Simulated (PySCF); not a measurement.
Match the calculated data to a structure.

All candidates are C4H4O.

- Dipole: 2.96 D [PBE0/def2-SVPD]
- UV, first state: lowest singlet excitation: 3.62 eV (342 nm, f = 0.000) [TDDFT PBE0/def2-SVPD]
- Triplet: lowest triplet excitation (Tamm–Dancoff): 3.11 eV [TDA PBE0/def2-SVPD]
- UV, strongest line: among the 6 lowest singlet transitions: S5 at 6.25 eV (199 nm, f = 0.282) [TDDFT PBE0/def2-SVPD]
- 1H NMR: chemical shifts (computed TMS as zero) by class: 9.68 (1 H), 5.95 (1 H), 5.49 (2 H) ppm [GIAO PBE0/pcSseg-1]
- NMR, other nuclei: isotropic shieldings of nuclei other than C and H, by class: -359 (1 O) ppm [GIAO PBE0/pcSseg-1]
- 13C NMR: chemical shifts (computed TMS as zero) by class: 230.3 (1 C), 191.8 (1 C), 95.8 (1 C), 82.7 (1 C) ppm [GIAO PBE0/pcSseg-1]
- Rotational structure: rotational constants A, B, C: 14.126, 3.356, 2.762 GHz [GFN2-xTB]
- Polarisability: 54.5 au [PBE0/def2-SVPD]

Electronic properties: PySCF, gas phase, density fitting. Levels stand in brackets. One conformer (not necessarily the lowest) at the GFN2-xTB geometry, without solvent, vibrations or thermal averaging. Each NMR value is the plain mean over a class of atoms that symmetry, rotation or inversion makes alike.

Question: Which candidate is it?
A. `C=C=CC=O`
B. `O=C1C=CC1`
C. `C#CC(C)=O`
D. `CC#CC=O`

Answer: A. It is `C=C=CC=O`. Numbering: `[CH2:1]=[C:2]=[CH:3][CH:4]=[O:5]`. Its formula, C4H4O, gives 3 degrees of unsaturation: 0 rings and 3 π bonds in the structure found. 4 carbons fall into 4 classes; from least to most shielded: central carbon of cumulated double bonds [C2] (230.3 ppm), aldehyde carbon [C4] (191.8 ppm), outer carbon of cumulated double bonds [C3] (95.8 ppm), outer carbon of cumulated double bonds [C1] (82.7 ppm). Hydrogen classes from least to most shielded: 1 H on an aldehyde carbon, C4 (9.68 ppm), 1 H on an outer carbon of cumulated double bonds, C3 (5.95 ppm), 2 H on an outer carbon of cumulated double bonds, C1 (5.49 ppm). The other shieldings belong to: -359 ppm, aldehyde oxygen [O5]. S1 is mainly HOMO→LUMO (weight 0.97); the largest Löwdin shares of the orbital it empties are 0.58 on the aldehyde oxygen, 0.16 on the aldehyde carbon, 0.09 on the formyl hydrogen and 0.09 on an outer carbon of cumulated double bonds, of the orbital it fills 0.24 on the aldehyde carbon, 0.23 on the central carbon of cumulated double bonds, 0.21 on the aldehyde oxygen and 0.15 on an outer carbon of cumulated double bonds. The optimised geometry has point group Cs and is an asymmetric top.

The others, at the same levels:
- `CC#CC=O` fails: its computed 13C shifts are 180.9 (1 C), 102.9 (1 C), 85.9 (1 C), 5.3 (1 C) ppm, 1H shifts are 9.48 (1 H), 2.27 (3 H) ppm and lowest singlet excitation is 3.82 eV (324 nm, f = 0.000) (against 3.62 eV).
- `O=C1C=CC1` fails: its computed 13C shifts are 190.5 (1 C), 172.2 (1 C), 148.6 (1 C), 52.9 (1 C) ppm, 1H shifts are 8.55 (1 H), 6.20 (1 H), 3.34 (2 H) ppm and rotational constant A is 12.956 GHz (against 14.126 GHz).
- `C#CC(C)=O` fails: its computed 13C shifts are 187.6 (1 C), 86.1 (1 C), 84.4 (1 C), 36.7 (1 C) ppm, 1H shifts are 2.70 (1 H), 2.37 (3 H) ppm and lowest singlet excitation is 3.96 eV (313 nm, f = 0.000) (against 3.62 eV).

Each candidate is one conformer, not necessarily the lowest. The conformers computed, where there is a choice (atom-mapped SMILES and torsion angles):
- `[CH2:1]=[C:2]=[CH:3][CH:4]=[O:5]`: C2–C3–C4–O5 0°
